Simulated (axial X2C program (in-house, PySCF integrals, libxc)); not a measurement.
What spin–orbit coupling does to BC⁺

All values were computed with an in-house all-electron X2C program for linear molecules (integrals from PySCF). Spin-free means the one-electron spin-free X2C Hamiltonian; two-component (2c) means X2C with spin–orbit coupling and atomic mean-field two-electron Coulomb and Gaunt terms, so the difference of the two also holds small scalar two-electron terms. Basis: C dyall-v3z [7s6p2d1f], B dyall-v3z [7s6p2d1f] (cores contracted in-house); Gaussian nuclei, density fitting, unrestricted open shells. Masses: C 12.000 u, B 11.009 u.

Spin-free state: M_S = 2, Λ = 0 (beyond evenly filled blocks: 2 × σα, π+α, π-α); fragments C + B+.

```csv
level,Re (Å),ωe (cm⁻¹),μ (D)
PBE0,1.431,1425.3,0.68
BLYP,1.445,1349.1,0.63
```

Dipoles are positive if B is the positive end and refer to the centre of mass.

Two-component determinant lowest at the distance of the search:

Ω = 2 (⟨Sz⟩ = 2.00, ⟨Lz⟩ = 0.00 at PBE0); fragments C + B+.

```json
{"level": "PBE0", "Re (Å)": "1.431", "ωe (cm⁻¹)": "1425.2", "μ (D)": "0.68"}
{"level": "BLYP", "Re (Å)": "1.445", "ωe (cm⁻¹)": "1349.1", "μ (D)": "0.63"}
```

**Question.** From the two tables, how do the constants change at the PBE0 level (2c against spin-free)?

**Answer.** At the PBE0 level Re is unchanged within 0.001 Å and ωe stays the same within 0.2 cm⁻¹.

De is not given where an atomic determinant may have missed its ground term or J level, or where the truncated virtual space spoils (T). Density functionals use the spin component along the axis (collinear). The functionals have no current-density term, which raises determinants with orbital currents, atoms included. The spin of this state cannot come from the lowest atoms; the curve heads to a higher limit, and no De is given. The state is one determinant with fixed occupations, lowest in a PBE0 search at one distance only: followed along the bond, the 2c determinant Ω = 1 reaches 0.06 eV lower at PBE0, at Re = 1.479 Å, so the state shown is not the lowest. With several unpaired electrons one determinant need not be a pure state. A state of lower Ω lies just above, and one determinant can place such states too high, so the state shown need not be the lowest. The search has Ω = 1 only 0.02 eV up. Open-shell Ω = 0 determinants with evenly filled partner blocks cannot be reached by this program, so the Ω shown need not be the lowest component.
